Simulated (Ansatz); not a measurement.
Total energies of C$_{2}$H$_{7}$FN$_{2}$ (`CC(N)(N)F`).

```xyz
12

C     1.1451   -0.2951    0.4368
C    -0.2172    0.2563    0.0588
N    -0.2762    0.5701   -1.3172
N    -1.3464   -0.5736    0.3624
F    -0.3889    1.4049    0.8646
H     1.1749   -0.4948    1.5085
H     1.9337    0.4232    0.2018
H     1.3372   -1.2205   -0.1074
H    -1.1697    0.9904   -1.5386
H     0.4739    1.1879   -1.5931
H    -1.3389   -0.8443    1.3369
H    -1.3276   -1.4044   -0.2136
```

Charge 0, multiplicity 1. All single points use the PBE0-D4/def2-TZVP geometry. It is one conformer, not always the lowest. Basis def2-TZVPP, Ansatz 0.2.0.

RPA on PBE orbitals: Hartree–Fock energy of these orbitals -288.23014 Eh, correlation -1.62143 Eh (frozen core).

| functional | energy without D4 (Eh) | D4 term (kJ/mol) |
| --- | --- | --- |
| PBE | -289.57526 | -19.4 |
| r2SCAN | -289.76125 | -4.9 |
| PBE0 | -289.59425 | -16.1 |
| B3LYP | -289.91671 | -30.9 |
| r2SCAN0 | -289.72661 | -5.5 |
| HSE06 (plane-wave form) | -289.57969 | -14.7 |
| CAM-B3LYP | -289.79900 | -15.8 |
| LC-ωPBE | -289.74905 | – |
| ωB97X-V | -289.82281 | – |
| B2PLYP | -289.69652 | – |

Problem. Give the same for LDA (SPW92), revPBE, BLYP, B97M-V, r2SCANh, BHLYP, ωB97M-V, PBE-QIDH. (Best estimate.)

Solution. Computed: 
| functional | energy without D4 (Eh) | D4 term (kJ/mol) |
| --- | --- | --- |
| LDA (SPW92) | -287.63712 | – |
| revPBE | -289.81483 | -71.8 |
| BLYP | -289.81932 | -44.4 |
| B97M-V | -289.85800 | – |
| r2SCANh | -289.74694 | -5.0 |
| BHLYP | -289.75784 | -20.3 |
| ωB97M-V | -289.80298 | – |
| PBE-QIDH | -289.55786 | – |

B3LYP takes the VWN-RPA correlation (the form of Gaussian; ORCA's B3LYP/G). HSE06 is the plane-wave form, built on full-range PBE exchange. The double hybrids freeze the cores in their second-order part.

LC-ωPBE has ω = 0.4 bohr⁻¹.
